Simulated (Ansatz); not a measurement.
A made-up structure of BSiH5S, singlet:

Si1  (-0.448, 0.749, -0.618)
B2  (0.563, -0.106, 0.888)
S3  (0.807, -1.844, 1.047)
H4  (-0.962, -0.270, -1.577)
H5  (0.429, 1.694, -1.365)
H6  (-1.607, 1.526, -0.095)
H7  (0.020, -0.416, -1.281)
H8  (0.157, -2.274, -0.051)
(Å)

It is relaxed with PBE-D4/def2-SVP and then PBE0-D4/def2-TZVP (Ansatz 0.2.0). Atoms count as bonded within 1.22 times the sum of their covalent radii (H–H: 0.88 Å). The end point is not checked to be a true minimum.

(1) Does its bonding change? (A judgement: the text doesn't fix the answer.)

Answers

(1) By the calculation: Yes. Formed: B2–H7; broken: Si1–H7.

Where it ends: The first stage lowers the energy by 5.54 eV in 16 steps. It ends as BSiH₅S ([SiH3][BH][SH]):
```
8
angstrom
Si -0.6599 0.9646 -0.7899
B 0.2979 -0.7660 -0.4344
S 0.1588 -1.4948 1.1645
H -1.6156 0.7873 -1.9198
H 0.3242 2.0098 -1.1908
H -1.4165 1.4603 0.3925
H 0.9539 -1.3076 -1.2711
H 0.9164 -2.5956 0.9962
```

Labels in which every atom is bracketed show which atoms are joined, not bond orders.

For scale, one of the runs: PBE0-D4/def2-TZVP relaxation, 135 basis functions, launched by `ansatz run in.yaml --threads 2 --pin off --events-out ev --progress --plain --max-ram 4352MiB`. Hardware: 2 CPU threads of an Arm Neoverse V2, shared host. Wall time about 14 s.
